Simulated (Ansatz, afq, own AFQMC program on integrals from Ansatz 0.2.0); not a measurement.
Two steps: Ansatz 0.2.0 writes the Fock matrix and Cholesky factors of the valence space, and afq projects on them the lowest state that overlaps trial and start.

```yaml
crystal:
  periodic: [false, false, false]
  atoms:
    - {symbol: Si, position_ang: [0.000000, 0.032553, 0.617233]}
    - {symbol: C, position_ang: [0.000000, -0.127023, -1.268554]}
    - {symbol: H, position_ang: [0.000000, 0.606549, -2.082531]}
basis:
  gaussian: {orbitals: cc-pVDZ}
magnetization: {spin_polarized: true, initial_magnetization: 3}
correlation: {method: ccsd_t, electrons: outside_noble_gas, hamiltonian_folder: ham}
```

```sh
$ ansatz run in.yaml --threads 1 --pin off --events-out ev --progress --plain --max-ram 1382MiB
```

afq runs on the folder ham with

```
--method phaseless --trial hf --walkers 120 --populations 1 --least-time 40 --time-step 0.005 --steps-per-block 20 --equilibration-blocks 112 --max-blocks 600 --target-error 0.00108 --factor-cut 1e-05 --start spin_pure --seed 3399 --taylor-order 6
```

Times are imaginary, in 1/Eh. The walk had a cap of 671 s.

Output of the walk:

```
orbitals 31  electrons 6 3  factors 225 of 362
reference energy -327.22149376 Eh
CCSD correlation -0.17693795 Eh in 15 cycles, weight of the determinant in the CISD state 0.8800
energy of the start -327.222081 Eh
 block  time / (1/Eh)  mean weight  energy / Eh
     1     0.100  1.0016  -327.255490
     2     0.200  1.0001  -327.283097
     3     0.300  1.0021  -327.302271
     4     0.400  1.0012  -327.318091
     5     0.500  1.0018  -327.342245
    10     1.000  1.0004  -327.400124
    86     8.600  1.0002  -327.383413
   171    17.100  0.9996  -327.425079
   256    25.600  1.0004  -327.385918
   341    34.100  1.0006  -327.392125
   426    42.600  1.0006  -327.396473
   511    51.100  1.0012  -327.394961
   596    59.600  1.0014  -327.408353
   681    68.100  0.9992  -327.389371
   698    69.800  1.0009  -327.407490
blocks merged  error / Eh  count
     1  0.000531  600
     2  0.000706  300
     4  0.000915  150
     8  0.001150  75
    16  0.001362  37
    32  0.001635  18
    64  0.001703  9
energy -327.402825 +/- 0.001635 Eh
(rows thinned)
```

The run passed its tests (sampling time, drift between the halves within three errors, error under three times the target), which doesn't prove that it has relaxed.

Against this walk (error 44.5 meV) on the same determinant: CCSD(T) 16.9 meV lower (within the noise), CCSDT(Q) 61.6 meV lower (within the noise), a separate phaseless walk with a CISD trial and standard settings 56.3 ± 45.1 meV lower (within the noise). The error is statistical and leaves out the bias of the constraint.

Cautions: constraint bias not in the error; error above the target (44.5 against 29.4 meV); lower spins were not checked.

The walk took 3.7 min on 1 thread of Intel(R) Xeon(R) Platinum 8175M CPU @ 2.50GHz (Skylake/Cascade Lake), on a shared host. The log's last line is the phaseless energy.

CCSDT and higher add their correlation energy to the determinant of the CCSD(T) run, since their own runs factorise the integrals more tightly (a shift of under 2 meV). A walk keeps the symmetry of its determinant, which the program's search chose and which needn't be the lowest solution, so a lower state of the same spin and another symmetry isn't excluded.
